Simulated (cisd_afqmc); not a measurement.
Input (AFQMC/CISD/cc-pVDZ; cisd_afqmc is a phaseless AFQMC code with CISD trial states that reads the integrals written by Ansatz):

Ansatz 0.2 input:
```python
import cisd_afqmc

open("ham.yaml", "w").write("""\
crystal:
  periodic: [false, false, false]
  atoms:
    - {symbol: C, position_ang: [0.00171763, -0.00263817, 0.32505308]}
    - {symbol: F, position_ang: [-0.01708335, 1.26042782, -0.06192073]}
    - {symbol: F, position_ang: [1.09904525, -0.61482395, -0.08303830]}
    - {symbol: F, position_ang: [-1.08310698, -0.64384509, -0.07174301]}
basis:
  gaussian:
    orbitals: cc-pVDZ
magnetization: {spin_polarized: true, initial_magnetization: 1}
correlation: {method: ccsd, electrons: outside_noble_gas, hamiltonian_folder: ham}
""")
rep = cisd_afqmc.ansatz("ham.yaml")
e_ccsd = rep["correlation"]["coupled_cluster"]["energy"]["hartree"]
out = cisd_afqmc.run("ham", e_ccsd, trial="CISD", walkers=2000, populations=1, threads=12, dt=0.005, steps=40, early=24, settle=10, least=100,
    cut=5e-5, rank_cut=2e-4, target=0.0004, seconds=1500, seed=4, memory=62639, gpu=True)
```

Output:

```
orbitals 52, occupied [13, 12], factors 300 of 520, rank of the doubles 455 of 987
E(HF) = -336.146706
E(CCSD) on the cut factors = -336.821016, shift to the whole factors -0.000001
Energy of the trial state on the determinant = -336.821013
  tau behind 7.2 of longer steps, mean of the populations' last blocks
   2.0  -336.83528
   4.0  -336.83726
   6.0  -336.83749
   8.0  -336.83543
  10.0  -336.83510
  12.0  -336.83713
  14.0  -336.83673
  16.0  -336.83634
  18.0  -336.83552
  20.0  -336.83652
  22.0  -336.83630
blocks 100 (0 outliers left out), error by blocks joined: 1: 0.00019, 2: 0.00021, 4: 0.00024, 8: 0.00023
E(AFQMC/CISD) = -336.83638 +/- 0.00024
```
